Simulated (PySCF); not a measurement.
Compound: methyl propyl sulfide, C4H10S.
Numbering: `[CH3:1][CH2:2][CH2:3][S:4][CH3:5]` (hydrogens: H6, H7, H8 on C1; H9, H10 on C2; H11, H12 on C3; H13, H14, H15 on C5)

Method: PBE0-D3(BJ)/def2-SVP geometry optimisation, gas phase in PySCF.

(1) List the bond lengths, angles and torsions at this level.

## Answers

(1) 
```json
{"bond": "C1–C2", "length (pm)": "152.1", "order": "single"}
{"bond": "C2–C3", "length (pm)": "152.1", "order": "single"}
{"bond": "C3–S4", "length (pm)": "181.2", "order": "single"}
{"bond": "S4–C5", "length (pm)": "180.4", "order": "single"}
{"bond": "C1–H6, C1–H7, C1–H8", "length (pm)": "110.1", "order": "single"}
{"bond": "C2–H9, C2–H10", "length (pm)": "110.3", "order": "single"}
{"bond": "C3–H11, C3–H12", "length (pm)": "110.3", "order": "single"}
{"bond": "C5–H13, C5–H14, C5–H15", "length (pm)": "110.0", "order": "single"}
```

Bonds in one row agree within 1 pm and their mean is given. Orders are formal, as drawn. A selection of angles:
```json
{"angle": "C2–C1–H6", "degrees": "111.3"}
{"angle": "H6–C1–H7", "degrees": "107.6"}
{"angle": "C1–C2–C3", "degrees": "112.5"}
{"angle": "C1–C2–H9", "degrees": "110.5"}
{"angle": "C3–C2–H9", "degrees": "108.6"}
{"angle": "H9–C2–H10", "degrees": "106.0"}
{"angle": "C2–C3–S4", "degrees": "115.2"}
{"angle": "C2–C3–H11", "degrees": "110.2"}
{"angle": "C2–C3–H12", "degrees": "111.1"}
{"angle": "S4–C3–H11", "degrees": "104.5"}
{"angle": "S4–C3–H12", "degrees": "108.9"}
{"angle": "H11–C3–H12", "degrees": "106.4"}
{"angle": "C3–S4–C5", "degrees": "100.6"}
{"angle": "S4–C5–H13", "degrees": "111.3"}
{"angle": "S4–C5–H15", "degrees": "106.8"}
{"angle": "H13–C5–H14", "degrees": "109.5"}
{"angle": "H13–C5–H15", "degrees": "108.5"}
```

Dihedral angles: C1–C2–C3–S4 -177° (antiperiplanar); C2–C3–S4–C5 -71° (synclinal). The mirror-image conformer, all signs reversed, is as good.

Of the pairs four or more bonds apart, H10···H14 is among the closest relative to their van der Waals radii: 2.37 Å, 99 % of the sum of Bondi's values.

Point group: C1 (no symmetry element, even within 0.4 Å). Whether it is a minimum is left open (no frequencies). One conformer, not necessarily the lowest.
